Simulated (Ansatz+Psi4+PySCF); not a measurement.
**doublet H₄O₂(+) in separate pieces: levels of theory in one basis**

```xyz
6

O     0.1193    0.0000   -6.0000
H    -0.4770    0.7632   -6.0000
H    -0.4770   -0.7632   -6.0000
O    -0.1193    0.0000    6.0000
H     0.4770   -0.7632    6.0000
H     0.4770    0.7632    6.0000
```

Basis set: cc-pVTZ (spherical functions). Frozen core: 2 orbitals. Correlation on ROHF uses semicanonical orbitals with singles. Charge 1, multiplicity 2.

Computed with Ansatz (development build ahead of 0.2.0); each method stands on the lowest determinant of its kind that the runs found.

| method | E − E(ROHF) (eV) | <S²> of the determinant |
| --- | --- | --- |
| ROHF | 0.00 | 0.75 |
| UHF | -0.14 | 0.76 |
| ROHF-MP2 | -12.66 | – |
| UHF-MP2 | -12.66 | 0.76 |

(1) Is a single determinant a sound starting point here?

## Answers

(1) Only with care. Unrestricted orbitals gain 0.14 eV and <S²> is 0.76 against 0.75 for a pure state, but several determinants compete.

Caution: the charge can sit on one fragment and break the point group; the determinant breaks the point group. Caution for ROHF-MP2, UHF-MP2: MP2 on this radical cation hangs on the determinant chosen; another reference gives a lower total.
